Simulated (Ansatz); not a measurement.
A made-up structure of CH₃MgS, doublet:

C1  (-0.857, -0.159, -0.492)
S2  (-0.086, -1.653, -0.089)
Mg3  (1.158, 0.172, 0.662)
H4  (-0.799, 0.218, -1.510)
H5  (2.351, 0.490, 1.859)
H6  (2.287, 1.237, 1.331)
(Å)

It is relaxed with PBE-D4/def2-SVP and then PBE0-D4/def2-TZVP (Ansatz 0.2.0). Atoms count as bonded within 1.22 times the sum of their covalent radii (H–H: 0.88 Å). The end point is not checked to be a true minimum.

Question: Does its bonding change? (A judgement: the text doesn't fix the answer.)

Answer: The calculation gives: Yes. Formed: H5–H6; broken: Mg3–H5, Mg3–H6.

Where it ends: The first stage lowers the energy by 1.99 eV in 32 steps. It ends as a complex of CHMgS ([CH]1[Mg][S]1) + H₂:
C1  (-0.746, -0.199, -1.003)
S2  (0.248, -0.830, 0.148)
Mg3  (0.453, 1.506, -0.767)
H4  (-1.533, -0.865, -1.369)
H5  (3.068, 0.404, 2.646)
H6  (2.565, 0.288, 2.107)
(Å)

Labels in which every atom is bracketed show which atoms are joined, not bond orders.

For scale, one of the runs: PBE0-D4/def2-TZVP relaxation, 118 basis functions, launched by `ansatz run in.yaml --threads 2 --pin off --events-out ev --progress --plain --max-ram 4352MiB`. The run took about 110 s on 2 CPU threads of an Arm Neoverse V1 (shared host).
